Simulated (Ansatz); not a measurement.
# Worked example: the enthalpy of C4H8Cl2 + C3H6Cl2 → C4H9Cl + C3H5Cl3

Gas-phase species: C4H8Cl2 (1,3-dichlorobutane) `CC(Cl)CCCl`, singlet; C3H6Cl2 (1,3-dichloropropane) `ClCCCCl`, singlet; C4H9Cl `CCCCCl`, singlet; C3H5Cl3 (1,2,3-trichloropropane) `ClCC(Cl)CCl`, singlet. The partners trade Cl for H; both sit on C, so the bond types are kept.

Shapes, held fixed at every level: PBE0-D4/def2-TZVP. Flexible molecules stand in one conformer, not always the lowest. Programs: Ansatz 0.2.0. The zero-point and thermal terms to 298 K, harmonic and unscaled (PBE0-D4/def2-TZVP), stand in the table.

At CCSD(T)/CBS estimate; 1 Eh = 2625.50 kJ/mol:

```
species   energy (Eh)  H(298 K) − E (kJ/mol)  tabulated ΔfH (kJ/mol)
C4H8Cl2  -1076.599448                  323.8                  -195.0
C3H6Cl2  -1037.333289                  246.8                  -159.2
 C4H9Cl   -617.418858                  344.8                  -154.4
C3H5Cl3  -1496.509031                  225.2                  -182.9
```

Q: Work out the reaction enthalpy at 298 K from the calculation and from the table of heats.

A: 
1. Electronic: (-617.418858) + (-1496.509031) − [(-1076.599448) + (-1037.333289)] = 0.004848 Eh = +12.7 kJ/mol.
2. Zero-point and thermal: (344.8) + (225.2) − [(323.8) + (246.8)] = -0.6 kJ/mol.
3. Computed ΔH = +12.1 kJ/mol.
4. From the heats of formation (CRC Handbook of Chemistry and Physics): (-154.4) + (-182.9) − [(-195.0) + (-159.2)] = +16.9 kJ/mol.
5. Computed less tabulated: -4.8 kJ/mol. Tabulated heats carry uncertainties of their own.

The CBS estimate extrapolates MP2 from def2-TZVPP and def2-QZVPP and adds CCSD(T) − MP2 in the triple-zeta set, cores frozen.
